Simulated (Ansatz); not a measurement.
Basis-set extrapolation for C₃H₇N (`C/C=N/C`) (PBE0-D4/def2-TZVP geometry, frozen core, Ansatz). Multiplicity 1, RHF reference.

```
                      def2-TZVPP   def2-QZVPP
                 HF  -172.174134  -172.182396
    MP2 correlation    -0.715859    -0.762041
CCSD(T) correlation    -0.784497      not run
```

Energies in hartree. Use E(X) = E(∞) + A·exp(−7.88·√X) for Hartree–Fock and E(X) = E(∞) + B·X^(−2.97) for correlation, with X = 3 and 4, and add CCSD(T) minus MP2 of the smaller set to the MP2 limit.

Q: What is the CCSD(T) energy at the basis-set limit?

A: HF limit: -172.182396 + (-0.008262) × 0.13774 = -172.18353. MP2 limit: -0.762041 + (-0.046182) × 0.74074 = -0.79625. Higher-order term: -0.784497 − (-0.715859) = -0.06864. Total: -173.04842 hartree, 235.7 kJ/mol below CCSD(T)/def2-TZVPP.
